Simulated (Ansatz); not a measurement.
# CH₆NSi+ (SMILES C=[NH+][SiH3]): functionals against CCSD(T) at one geometry

Aim: energy, forces and dipole at a frame of a short trajectory, from CCSD(T) and from density functionals.

Method: single points in def2-TZVPP; program: Ansatz 0.2.0, Gaussian basis.

Correlated methods freeze the cores.

## (1) Starting geometry

SMILES `C=[NH+][SiH3]`, 9 atoms, charge 1, spin multiplicity 1.

Atoms are counted from 1 here; the program's logs count them from 0.

Bond lengths: C1–N2 1.298 Å, C1–H4 1.080 Å, C1–H5 1.081 Å, N2–Si3 1.893 Å, N2–H6 1.014 Å, Si3–H7 1.476 Å, Si3–H8 1.486 Å, Si3–H9 1.532 Å. Angles: N2–C1–H4 118.7°, N2–C1–H5 120.2°, H4–C1–H5 121.1°, C1–N2–Si3 128.3°, C1–N2–H6 113.5°, Si3–N2–H6 116.4°, N2–Si3–H7 109.1°, N2–Si3–H8 104.2°, N2–Si3–H9 100.3°, H7–Si3–H8 112.2°, H7–Si3–H9 116.4°, H8–Si3–H9 113.1°.

Geometry (Å):

| atom | x (Å) | y (Å) | z (Å) |
| --- | --- | --- | --- |
| C1 | -0.7875 | 0.7059 | -1.0860 |
| N2 | 0.2861 | 0.2682 | -0.5025 |
| Si3 | 0.4297 | -0.7004 | 1.1171 |
| H4 | -1.7475 | 0.4513 | -0.6627 |
| H5 | -0.7137 | 1.3144 | -1.9761 |
| H6 | 1.1386 | 0.6926 | -0.8517 |
| H7 | -0.9240 | -1.0083 | 1.6186 |
| H8 | 1.1693 | 0.2146 | 2.0246 |
| H9 | 1.2700 | -1.8930 | 0.6504 |

## (2) PBE-D4/def2-TZVPP

Contents of run/in.yaml:

```yaml
crystal:
  periodic: [false, false, false]
  atoms:
    - {symbol: C, position_ang: [-0.787514, 0.705853, -1.086030]}
    - {symbol: N, position_ang: [0.286148, 0.268233, -0.502527]}
    - {symbol: Si, position_ang: [0.429705, -0.700415, 1.117068]}
    - {symbol: H, position_ang: [-1.747538, 0.451297, -0.662710]}
    - {symbol: H, position_ang: [-0.713734, 1.314376, -1.976099]}
    - {symbol: H, position_ang: [1.138574, 0.692570, -0.851715]}
    - {symbol: H, position_ang: [-0.923978, -1.008312, 1.618624]}
    - {symbol: H, position_ang: [1.169260, 0.214567, 2.024553]}
    - {symbol: H, position_ang: [1.269984, -1.893027, 0.650405]}
basis:
  gaussian: {orbitals: def2-TZVPP}
total_charge: 1
hamiltonian: {xc: pbe, dispersion: d4}
output: {forces: true}
```

Command:

```bash
> ansatz run in.yaml --threads 2 --pin off --events-out ev --progress --plain --max-ram 3481MiB
```

## (3) r2SCAN-D4/def2-TZVPP

Edit run/in.yaml of step 2 so:

```diff
@@ -15,3 +15,3 @@
 total_charge: 1
-hamiltonian: {xc: pbe, dispersion: d4}
+hamiltonian: {xc: r2scan, dispersion: d4}
 output: {forces: true}
```

## (4) PBE0-D4/def2-TZVPP

Edit run/in.yaml of step 3 so:

```diff
@@ -15,3 +15,3 @@
 total_charge: 1
-hamiltonian: {xc: r2scan, dispersion: d4}
-output: {forces: true}
+hamiltonian: {xc: pbe0, dispersion: d4}
+output: {forces: true, orbitals: {seedname: orbitals}}
```

## (5) wB97M-V/def2-TZVPP

Edit run/in.yaml of step 4 so:

```diff
@@ -15,3 +15,3 @@
 total_charge: 1
-hamiltonian: {xc: pbe0, dispersion: d4}
-output: {forces: true, orbitals: {seedname: orbitals}}
+hamiltonian: {xc: {name: wB97M-V}}
+output: {forces: true}
```

## (6) CCSD(T)/def2-TZVPP

Edit run/in.yaml of step 5 so:

```diff
@@ -15,3 +15,3 @@
 total_charge: 1
-hamiltonian: {xc: {name: wB97M-V}}
+correlation: {method: ccsd_t}
 output: {forces: true}
```

(Steps that only read results are left out.)

**Question.** What will these runs give? Wanted: energy less free atoms, CCSD(T)/def2-TZVPP; RMS force component; RMS force error; HOMO and LUMO, PBE0-D4; T1 diagnostic.

As calculated:

| quantity | value |
| --- | --- |
| energy less free atoms, CCSD(T)/def2-TZVPP | -2283.1 kJ/mol |
| RMS force component | 0.483 to 0.616 eV/Å over the methods |
| RMS force error | PBE-D4 0.171, r2SCAN-D4 0.143, PBE0-D4 0.232, wB97M-V 0.198 eV/Å |
| HOMO and LUMO, PBE0-D4 | -14.80 and -7.91 eV |
| T1 diagnostic | 0.016 |

**Reading.** Against CCSD(T) the functionals' energies less atoms differ by -101.4 to -53.3 kJ/mol, PBE-D4 by -101.4 kJ/mol. A larger basis would deepen the CCSD(T) value, while the functionals are nearly converged already, so the order here is not reliable. The forces of r2SCAN-D4 come nearest to CCSD(T), those of PBE0-D4 are farthest. Frozen-core CCSD(T) forces in triple zeta carry basis errors of their own, and this is one geometry, so small gaps rank nothing.
